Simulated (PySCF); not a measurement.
Electronic absorption of [C5H6Cl]+

Species: C5H6Cl (charge +1).
Geometry (GFN2-xTB, Å), atoms numbered from 1 in this order:
```
atom  x, y, z in Å
Cl1    0.1910   -1.3650    1.6684
C2     0.4954   -1.0147   -0.1048
C3    -0.9430   -0.8078    0.1724
C4    -1.1930    0.6117    0.1869
C5    -0.0608    1.2761   -0.1050
C6     1.0796    0.3501   -0.3609
H7     0.8936   -1.8874   -0.6065
H8    -1.7140   -1.5555    0.0575
H9    -2.1553    1.0398    0.3977
H10    0.0438    2.3443   -0.1767
H11    1.9544    0.5880    0.2482
H12    1.4095    0.4198   -1.4030
```

Method used: TDDFT PBE0/def2-SVPD, vertical, gas phase, core orbitals frozen in the response (PySCF 2.14.0, density-fitted response routines).

| state | E (eV) | λ (nm) | ν̃ (cm⁻¹) | f | \|μ\| (D) | main configurations (H = HOMO, L = LUMO) |
| --- | --- | --- | --- | --- | --- | --- |
| S1 | 4.84 | 256.4 | 39000 | 0.130 | 2.66 | H→L (95%) |
| S2 | 5.76 | 215.1 | 46480 | 0.0009 | 0.20 | H-1→L (84%), H→L+1 (15%) |
| S3 | 5.83 | 212.8 | 46980 | 0.015 | 0.82 | H→L+1 (83%), H-1→L (15%) |
| S4 | 6.87 | 180.5 | 55410 | 0.0056 | 0.46 | H-2→L (66%), H-3→L (30%) |
| S5 | 6.99 | 177.4 | 56380 | 0.016 | 0.77 | H-3→L (61%), H-2→L (29%) |
| S6 | 7.17 | 172.9 | 57830 | 0.0025 | 0.30 | H-1→L+1 (98%) |

Triplets, Tamm–Dancoff:

```
state  E (eV)  λ (nm)  main configurations (H = HOMO, L = LUMO)
   T1    3.17   391.2                                 H→L (96%)
   T2    5.27   235.4                               H-1→L (93%)
```

The lowest singlet lies at 4.84 eV (256 nm, ultraviolet) and is of moderate strength; its leading configuration is HOMO→LUMO (95%). The lowest level is also the most intense of those listed (f = 0.130). Löwdin shares by element: HOMO carbon 66% or more, chlorine 18% (atoms not listed hold the other 16%); LUMO carbon 63% or more, chlorine 25%. Of the 6 states listed, 3 reach f = 0.01 and none stays under 0.0005. The listed states span 2.33 eV, and the widest gap between neighbours is 1.04 eV (S3 to S4). Weighted by f, the mean energy of these states is 5.23 eV. Singlets were solved by full linear response, triplets in the Tamm–Dancoff approximation.
